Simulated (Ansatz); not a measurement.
C$_{3}$H$_{5}$FOS, SMILES `FC1(S)CCO1`. Charge 0, multiplicity 1. All single points use the PBE0-D4/def2-TZVP geometry. It is one conformer, not always the lowest.

```xyz
11

F     1.076   -1.210    1.167
C     0.316   -0.681    0.170
S     0.336   -1.796   -1.257
C     0.619    0.775   -0.171
C    -0.836    1.002    0.242
O    -0.956   -0.375    0.662
H    -0.265   -2.806   -0.607
H     1.357    1.198    0.507
H     0.884    0.985   -1.204
H    -1.013    1.687    1.072
H    -1.519    1.221   -0.581
```

**Question.** What is the dipole moment at B3LYP/def2-TZVPP? (Estimate.)

**Answer.** The calculation gave: 2.23 D, with components (-0.17, 2.09, -0.76) D in this frame, pointing from negative to positive charge.

**Question.** And with PBE, r2SCAN, ωB97M-V? (An estimate is asked.)

**Answer.** Computed: PBE 2.09 D, r2SCAN 2.17 D, ωB97M-V 2.21 D.

**Question.** Give the Mulliken charges with B3LYP, ωB97M-V, PBE in def2-TZVPP. (An estimate is asked.)

**Answer.** Ansatz gave: 
```csv
atom,B3LYP,ωB97M-V,PBE
F1,-0.20,-0.18,-0.15
C2,0.35,0.28,0.26
S3,-0.16,-0.13,-0.19
C4,-0.20,-0.24,-0.16
C5,0.04,0.01,0.02
O6,-0.30,-0.27,-0.22
H7,0.10,0.12,0.11
H8,0.10,0.11,0.08
H9,0.10,0.12,0.09
H10,0.09,0.10,0.08
H11,0.08,0.10,0.07
```

B3LYP here is the variant with VWN-RPA as its local correlation; programs differ in this.
